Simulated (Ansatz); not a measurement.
**Iron, bcc under PBE: convergence with the k-point mesh**

A convergence test of the k-point mesh. The geometry was relaxed under PBE beforehand and stays fixed; 8 values are run, from 2×2×2 to 22×22×22. Wanted are the values from which on the energy stays within 10 and 1 meV/atom, and the pressure within 0.5 GPa, of the last run. Within the series other settings stay, but some runs also write fields, which adds to their time. The moments start as that relaxation left them.

Computed with Ansatz 0.2.0 (DFT PBE, plane waves with PAW, scalar-relativistic, unless a step says otherwise).

### 1 The system as given

It takes space group Im-3m (No. 229, cubic). The conventional cell has a = 2.833 Å, b = 2.833 Å, c = 2.833 Å, α = 90.00°, β = 90.00°, γ = 90.00°. Fe (site symmetry m-3m) has 8 Fe at 2.45 Å as nearest neighbours.

As a file:

```xyz
1
Lattice="-1.4163 1.4163 1.4163 1.4163 -1.4163 1.4163 1.4163 1.4163 -1.4163" Properties=species:S:1:pos:R:3 pbc="T T T"
Fe    0.0000    0.0000    0.0000
```

Starting moments (μB): +2.21.

### 2 k-mesh 2×2×2

The run at 2×2×2.

The input, input.yaml:

```yaml
crystal:
  lattice:
    - [-1.4163059769, 1.4163059769, 1.4163059769]
    - [1.4163059769, -1.4163059769, 1.4163059769]
    - [1.4163059769, 1.4163059769, -1.4163059769]
  atoms:
    - { symbol: Fe, position: [0.0, 0.0, 0.0], spin: 2.208 }
hamiltonian:
  xc: pbe
  pseudopotentials:
    kind: paw
    azcp:
      Fe: "pseudopotentials/Fe.paw.azcp"
basis:
  ecutwfc: 420
  fft_grid_basis: typed
kpoints:
  mp_grid: { grid: [2, 2, 2], shift: [0, 0, 0] }
magnetization:
  spin_polarized: true
scf:
  occupations: { method: fermi_dirac, width: 0.05 }
  lower_state_search: "off"
output:
  stress: true
```

Command:

```console
$ ansatz run input.yaml --threads 1 --pin off --max-ram 3584MiB --backend cpu --events-out ev --progress --plain --runs-dir out
```

### 3 k-mesh 4×4×4

The run at 4×4×4.

input.yaml, as its differences from that of step 2:

```diff
@@ -17,3 +17,3 @@
 kpoints:
-  mp_grid: { grid: [2, 2, 2], shift: [0, 0, 0] }
+  mp_grid: { grid: [4, 4, 4], shift: [0, 0, 0] }
 magnetization:
```

### 4 k-mesh 5×5×5

The run at 5×5×5.

input.yaml, as its differences from that of step 3:

```diff
@@ -17,3 +17,3 @@
 kpoints:
-  mp_grid: { grid: [4, 4, 4], shift: [0, 0, 0] }
+  mp_grid: { grid: [5, 5, 5], shift: [0, 0, 0] }
 magnetization:
```

### 5 k-mesh 7×7×7

The run at 7×7×7.

input.yaml, as its differences from that of step 4:

```diff
@@ -17,3 +17,3 @@
 kpoints:
-  mp_grid: { grid: [5, 5, 5], shift: [0, 0, 0] }
+  mp_grid: { grid: [7, 7, 7], shift: [0, 0, 0] }
 magnetization:
```

### 6 k-mesh 9×9×9

The run at 9×9×9.

input.yaml, as its differences from that of step 5:

```diff
@@ -17,3 +17,3 @@
 kpoints:
-  mp_grid: { grid: [7, 7, 7], shift: [0, 0, 0] }
+  mp_grid: { grid: [9, 9, 9], shift: [0, 0, 0] }
 magnetization:
```

### 7 k-mesh 12×12×12

The run at 12×12×12.

input.yaml, as its differences from that of step 6:

```diff
@@ -17,3 +17,3 @@
 kpoints:
-  mp_grid: { grid: [9, 9, 9], shift: [0, 0, 0] }
+  mp_grid: { grid: [12, 12, 12], shift: [0, 0, 0] }
 magnetization:
@@ -25 +25,5 @@
   stress: true
+  write_density: true
+  write_potential: true
+  elf: true
+  volumetric_format: npy
```

### 8 k-mesh 16×16×16

The run at 16×16×16.

input.yaml, as its differences from that of step 7:

```diff
@@ -17,3 +17,3 @@
 kpoints:
-  mp_grid: { grid: [12, 12, 12], shift: [0, 0, 0] }
+  mp_grid: { grid: [16, 16, 16], shift: [0, 0, 0] }
 magnetization:
@@ -25,5 +25 @@
   stress: true
-  write_density: true
-  write_potential: true
-  elf: true
-  volumetric_format: npy
```

### 9 k-mesh 22×22×22

The run at 22×22×22.

input.yaml, as its differences from that of step 8:

```diff
@@ -17,3 +17,3 @@
 kpoints:
-  mp_grid: { grid: [16, 16, 16], shift: [0, 0, 0] }
+  mp_grid: { grid: [22, 22, 22], shift: [0, 0, 0] }
 magnetization:
@@ -25 +25,5 @@
   stress: true
+  write_density: true
+  write_potential: true
+  elf: true
+  volumetric_format: npy
```

(Steps that only read results are left out.)

Before running it: what results should come out? Wanted: pressure at 22×22×22.

The runs gave:

```
                                           quantity                        value
      E(σ → 0) stays within 10 meV/atom of 22×22×22                from 7×7×7 on
                   E(σ → 0) stays within 1 meV/atom  not reached before 22×22×22
                      pressure stays within 0.5 GPa             from 12×12×12 on
                               pressure at 22×22×22                    -0.31 GPa
                    CPU time, dearest over cheapest                           23
energy of a separate run on a finer mesh (25×25×25)  +0.1 meV/atom from 22×22×22
```

What this shows: The far end, 2×2×2, lies +1394 meV/atom and +30.6 GPa from the yardstick. The error changes sign along the series: k-point sums are not variational. The energy has not settled to 1 meV/atom before the last mesh. A Fermi surface needs many points. The largest moment goes from 2.21 μB at 22×22×22 to 3.00 μB at 2×2×2. A run on a finer mesh agrees with the yardstick to 1 meV/atom. The cell taken over is 4 % smaller than the measured one (11.78 Å³/atom, COD).
